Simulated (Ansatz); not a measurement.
Reaction (isomerisation): `CC1OCCCO1` → `COC1CCCO1`

Computed with Ansatz on PBE0-D4/def2-TZVP structures; ΔE is electronic, products minus reactants. CCSD(T)/CBS is the MP2 limit (def2-TZVPP, def2-QZVPP) plus CCSD(T) − MP2 in def2-TZVPP, frozen cores. DFT in def2-TZVPP. Each species was taken in one conformer, which may not be the lowest.

`CC1OCCCO1`:

Z-matrix (Å, degrees):
```
C
C 1 1.520
H 1 1.091 2 109.3
H 1 1.090 2 113.0 3 -120.5
H 1 1.091 2 109.3 3 119.0
O 2 1.405 1 112.7 3 56.5
O 2 1.405 1 112.7 3 -175.4
H 2 1.092 1 109.3 3 -59.5
C 6 1.413 2 113.8 1 72.9
C 7 1.413 2 113.8 1 -72.9
C 9 1.516 6 110.4 2 55.3
H 9 1.091 6 106.0 2 176.5
H 9 1.100 6 110.8 2 -67.2
H 10 1.100 7 110.8 2 67.2
H 10 1.091 7 105.9 2 -176.5
H 11 1.094 9 110.6 6 -174.6
H 11 1.094 9 109.4 6 66.2
```

`COC1CCCO1`:

Cartesian coordinates in Å:
```
C 1.669 1.120 1.438
O 0.926 1.054 0.246
C 0.722 -0.254 -0.205
C -0.095 -0.189 -1.478
C -1.509 -0.079 -0.919
C -1.426 -0.931 0.344
O -0.043 -1.015 0.691
H 1.801 2.175 1.678
H 2.657 0.656 1.313
H 1.151 0.621 2.263
H 1.690 -0.764 -0.302
H 0.037 -1.118 -2.037
H 0.199 0.650 -2.108
H -1.729 0.960 -0.669
H -2.275 -0.434 -1.609
H -1.986 -0.502 1.179
H -1.789 -1.950 0.175
```

| level | ΔE (kcal/mol) |
| --- | --- |
| ωB97X-V | 0.4 |
| PBE | -0.4 |
| MP2/def2-TZVPP | 0.0 |
| SCS-MP2/def2-QZVPP | 0.1 |

What does CCSD(T)/CBS give? (Estimate.)

The calculation gave: +0.7 kcal/mol. The listed levels differ from it by -0.3, -1.1, -0.7, -0.6 kcal/mol.

Largest T1 diagnostic among the species: 0.011.

The D4 term adds +0.9 kcal/mol with B3LYP and +0.5 kcal/mol with PBE0; it sums over pairs of atoms, weighted by their polarisabilities, and B3LYP, whose exchange is more repulsive, gets the larger term.

B3LYP here is the variant with VWN-RPA as its local correlation; programs differ in this.
